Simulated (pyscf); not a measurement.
[N=SiH₂]• + H₂ → HN=SiH₂ + H•, a hydrogen abstraction (doublet surface; H–H broken, H–N formed). Optimised with ωB97X-D3(BJ)/def2-SVP in PySCF. Energies in kJ/mol from the separated reactants.

AM1 to PM7: differences of heats of formation from MOPAC, which are fitted to 298 K values and so differ in kind from electronic energies by zero-point and thermal terms. Open shells are spin-unrestricted. 

Q: Quick PM6 single points give ΔE‡ = 54.7 kJ/mol and ΔE = +61.9 kJ/mol. What does ωB97M-D3(BJ)/def2-TZVP give, and how far is the quick result from it?

A: ωB97M-D3(BJ)/def2-TZVP gives ΔE‡ = 28.9 kJ/mol and ΔE = -25.7 kJ/mol. PM6 lies 25.7 kJ/mol over it in the barrier and 87.6 kJ/mol over it in the reaction energy, so on this step it does not hold to within 12.6 kJ/mol. At PM6 this geometry lies under one side, so its ΔE‡ may be no barrier of that level. ωB97M-D3(BJ)/def2-TZVP has limits of its own. [N=SiH₂]• lies 120.4 kJ/mol over its isomer [HN=SiH]• (electronic energy, ωB97M-D3(BJ)/def2-TZVP). HN=SiH₂ lies 76.0 kJ/mol over its isomer H₂N–SiH: [singlet] (electronic energy, ωB97M-D3(BJ)/def2-TZVP). This is the saddle that the search found; another between the same sides may lie lower. The angle at the transferred H is 161°.
